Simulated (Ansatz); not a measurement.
# C2H2Cl2O: the cost of one run

Program: Ansatz 0.2.0, Gaussian basis. Level of theory: the settings change from run to run. These are calculated values, not measurements.

### Step 1. The geometry

The geometry comes from an earlier relaxation with PBE0-D4 in a triple-zeta def2 set; it is a stationary point, not always the lowest conformer.

SMILES `Cl[C@H]1O[C@@H]1Cl`, 7 atoms, charge 0, spin multiplicity 1.

Atoms are counted from 1 here; the program's logs count them from 0.

Bond lengths: Cl1–C2 1.744 Å, C2–O3 1.400 Å, C2–C4 1.451 Å, C2–H6 1.084 Å, O3–C4 1.400 Å, C4–Cl5 1.744 Å, C4–H7 1.084 Å. Angles: Cl1–C2–O3 117.1°, Cl1–C2–C4 120.9°, Cl1–C2–H6 112.2°, O3–C2–C4 58.8°, O3–C2–H6 116.4°, C4–C2–H6 121.1°, C2–O3–C4 62.4°, C2–C4–O3 58.8°, C2–C4–Cl5 120.9°, C2–C4–H7 121.1°, O3–C4–Cl5 117.1°, O3–C4–H7 116.4°, Cl5–C4–H7 112.2°.

### Step 2. B97M-V/6-31G*

This run has atoms shaken by 0.08 Å, high accuracy.

File in.yaml:

```yaml
crystal:
  periodic: [false, false, false]
  atoms:
    - {symbol: Cl, position_ang: [-1.886013, -0.436448, 1.145523]}
    - {symbol: C, position_ang: [-0.296288, 0.390163, 0.489713]}
    - {symbol: O, position_ang: [0.928499, -0.227234, 0.978981]}
    - {symbol: C, position_ang: [0.413268, -0.089223, -0.461849]}
    - {symbol: Cl, position_ang: [1.334165, 0.639528, -1.621779]}
    - {symbol: H, position_ang: [-0.465829, 1.381311, 0.480012]}
    - {symbol: H, position_ang: [0.254063, -1.222092, -0.782783]}
basis:
  gaussian: {orbitals: "6-31G*"}
hamiltonian: {xc: {name: B97M-V}}
accuracy: high
output: {forces: true}
```

Started as:

```bash
> ansatz run in.yaml --threads 2 --pin off --events-out ev --progress --plain --max-ram 4352MiB
```

Q: Estimate wall time and peak memory on 2 threads of Arm Neoverse V1, shared host.

About 43 s, with a peak of 0.44 GiB.
